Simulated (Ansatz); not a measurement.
Basis-set extrapolation for C2H3F3, SMILES `FCC(F)F` (PBE0-D4/def2-TZVP geometry, frozen core, Ansatz). Multiplicity 1, RHF reference.

|  | def2-TZVPP | def2-QZVPP |
| --- | --- | --- |
| HF | -375.954851 | -375.971396 |
| MP2 correlation | -1.076469 | -1.171465 |
| CCSD(T) correlation | -1.130303 | -1.221433 |

Energies in hartree. Use E(X) = E(∞) + A·exp(−7.88·√X) for Hartree–Fock and E(X) = E(∞) + B·X^(−2.97) for correlation, with X = 3 and 4.

Task: What is the CCSD(T) energy at the basis-set limit?

Result: HF limit: -375.971396 + (-0.016545) × 0.13774 = -375.97367. Correlation limit: -1.221433 + (-0.091130) × 0.74074 = -1.28894. Total: -377.26261 hartree, 465.9 kJ/mol below CCSD(T)/def2-TZVPP.
